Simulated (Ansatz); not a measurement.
**BNH+ (triplet): wave-function methods side by side, cc-pVTZ**

How much of the correlation energy of BNH+ (triplet) does each wave-function method recover here?

Method: cc-pVTZ, correlated electrons: outside noble gas; program: Ansatz 0.2.0, Gaussian basis.

The runs, in order: UHF; CCSD(T) on ROHF; CCSD(T) on UHF; BCCD(T) on ROHF; CCSDT(Q) on ROHF; CCSDT(Q) on UHF; CASSCF and MRCISD+Q, 8 electrons in 9 orbitals; CASSCF and NEVPT2, 8 electrons in 9 orbitals.

**1. What is computed**

The geometry is a PBE0/def2-TZVP stationary point (not a proven minimum) of the parent state, kept for this charge and spin.

3 atoms, charge 1, spin multiplicity 3.

Atoms are counted from 1 here; the program's logs count them from 0.

Bond lengths: B1–N2 1.503 Å, B1–H3 1.206 Å. Angles: N2–B1–H3 117.0°.

As a file:

```xyz
3
BHN
B     0.00000   -0.18523    0.77297
N     0.00000    0.08743   -0.70502
H     0.00000    0.77181    1.50645
```

In the tables R marks a restricted open-shell determinant and U an unrestricted one; 'valence' is the active space of 8 electrons in 9 orbitals; correlation energies count from the lowest restricted Hartree-Fock solution.

**2. UHF**

File in.yaml:

```yaml
crystal:
  periodic: [false, false, false]
  atoms:
    - {symbol: B, position_ang: [0.000000, -0.185227, 0.772970]}
    - {symbol: N, position_ang: [0.000000, 0.087426, -0.705019]}
    - {symbol: H, position_ang: [0.000000, 0.771807, 1.506451]}
basis:
  gaussian: {orbitals: cc-pVTZ}
total_charge: 1
magnetization: {spin_polarized: true, initial_magnetization: 2}
hamiltonian: {xc: hf}
output: {orbitals: {seedname: orbitals}}
```

The run is started by

```sh
$ ansatz run in.yaml --threads 1 --pin off --events-out ev --progress --plain --max-ram 2816MiB --backend cpu
```

Further steps of the session: CCSD(T) on ROHF; CCSD(T) on UHF; BCCD(T) on ROHF; CCSDT(Q) on ROHF; CCSDT(Q) on UHF; CASSCF and MRCISD+Q, 8 electrons in 9 orbitals; CASSCF and NEVPT2, 8 electrons in 9 orbitals.

Q: Predict the results of all the runs planned. Wanted: correlation energy, UCCSDT(Q); RMP2 from UCCSDT(Q); UMP2 from UCCSDT(Q); RCCSD from UCCSDT(Q); RCCSD(T) from UCCSDT(Q); UCCSD(T) from UCCSDT(Q); RCCSDT(Q) from UCCSDT(Q); NEVPT2 valence from UCCSDT(Q); MRCISD+Q valence from UCCSDT(Q).

As calculated:

```
                                      quantity                      value
                 correlation energy, UCCSDT(Q)                 -6.5226 eV
                           RMP2 from UCCSDT(Q)                +1105.1 meV
                           UMP2 from UCCSDT(Q)                +1123.6 meV
                          RCCSD from UCCSDT(Q)                 +314.7 meV
                       RCCSD(T) from UCCSDT(Q)                  +59.7 meV
                       UCCSD(T) from UCCSDT(Q)                  +59.5 meV
                      RCCSDT(Q) from UCCSDT(Q)                   +7.1 meV
                 NEVPT2 valence from UCCSDT(Q)                 +765.0 meV
               MRCISD+Q valence from UCCSDT(Q)                  +48.8 meV
levels of the table within 1 kcal/mol (43 meV)  RCCSDT, UCCSDT, RCCSDT(Q)
                                 T1 diagnostic                      0.044
                effectively unpaired electrons                       2.05
```

RCCSD(T) misses by +59.7 meV, 0.9 % of the correlation energy. The occupations are near whole numbers, but T1 = 0.044 shows that the orbitals relax strongly. Of the multireference levels listed MRCISD+Q valence comes nearest in total energy (+48.8 meV), which doesn't show that its space is the better one. These misses are within one basis, not against nature; the frozen cores of restricted and unrestricted runs differ, which can shift their rows.
